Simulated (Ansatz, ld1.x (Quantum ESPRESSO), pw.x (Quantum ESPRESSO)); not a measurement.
## boron: one change to the TM potential, in the atom and in the diamond crystal

```json
{
  "Element": "boron (B)",
  "Generator": "ld1.x (Quantum ESPRESSO) 7.5",
  "Type": "norm-conserving Troullier–Martins (Kleinman–Bylander form)",
  "Functional": "LDA (PW92)",
  "Relativity": "scalar-relativistic",
  "Frozen core": "[He]",
  "Valence charge": "3",
  "Reference configuration": "2s2 2p1",
  "Partial waves": "2s (bound): rc 1.05 bohr; 2p (bound): rc 3.90 bohr; 3d channel at -0.05 Ry: rc 4.05 bohr",
  "Local potential": "the d channel",
  "Core correction": "none"
}
```

Change: all radii scaled by about 1.23 (s 1.30, p 4.80, d 4.98 bohr).

Cutoffs, loose and tight: the cutoffs (Ry, on a coarse ladder) from which the occupation-weighted sum of valence levels, in a spherical-Bessel basis at the reference potential, stays within 10 and 1 mRy of its value at 400 Ry. They do not see the model core or the augmentation charge, which bear on the density cutoff. Test errors are all-electron minus pseudo excitation energies from the reference, over the configurations 2s2 2p0; 2s1 2p0; 2s2 2p0.5; 2s0 2p3; 2s1 2p2; 2s2 2p1.3; 2s1 2p1 (two spin-polarised tests are not counted in the largest error); variants that change the core or the reference have their own tests.

Crystal test: diamond B in pw.x 7.5, no spin, 11³ k-points, Fermi–Dirac smearing 0.01 Ry, cutoffs set for each file from its atomic test. The reference is all-electron LAPW (Ansatz 0.2.0) with the same functional, mesh and smearing; V0 and B0 come from Birch–Murnaghan fits to the pressures at five volumes. Errors are pseudo minus all-electron; Δ is the rms difference of the E(V) curves that follow from these fits, minima aligned, over ±6 % about the mean V0. Mesh and smearing are coarse, so the numbers serve the comparison and aren't converged zero-temperature values; the lattice is a test structure that the element need not adopt.

All-electron: a0 = 4.003 Å (V0 = 8.02 Å³/atom), B0 = 189.6 GPa.

Does the change bring the crystal closer to the all-electron result?

The mean pressure error goes from -69.04 to -93.43 GPa, so the change moves the solid further from the all-electron pressures. Neither pressure curve crosses zero within the volumes sampled, so no fits are given.

```tsv
quantity	base	changed
outcome (atom)	generated	generated
cutoff, loose (atom)	45 Ry	21 Ry
cutoff, tight (atom)	110 Ry	55 Ry
bound ghosts (atom)	none	none
largest test error (meV) (atom)	+685 over the solved tests; 1 of 9 tests not solved or not reliable	+1114 over the solved tests; 1 of 9 tests not solved or not reliable
cutoffs in pw.x (Ry)	135/540	70/280
mean pressure error (GPa)	-69.04	-93.43
```

Base: The largest radius (4.05 bohr) exceeds half the bond length (1.64 bohr), so the spheres overlap, which is one possible source of error among others. This is a poor potential for the solid. Atomic configuration tests: 1 of 9 tests not solved or not reliable. Changed file: The largest radius (4.98 bohr) exceeds half the bond length (1.64 bohr), so the spheres overlap, which is one possible source of error among others. This is a poor potential for the solid. Atomic configuration tests: 1 of 9 tests not solved or not reliable. The atomic cutoffs weigh occupied waves only.
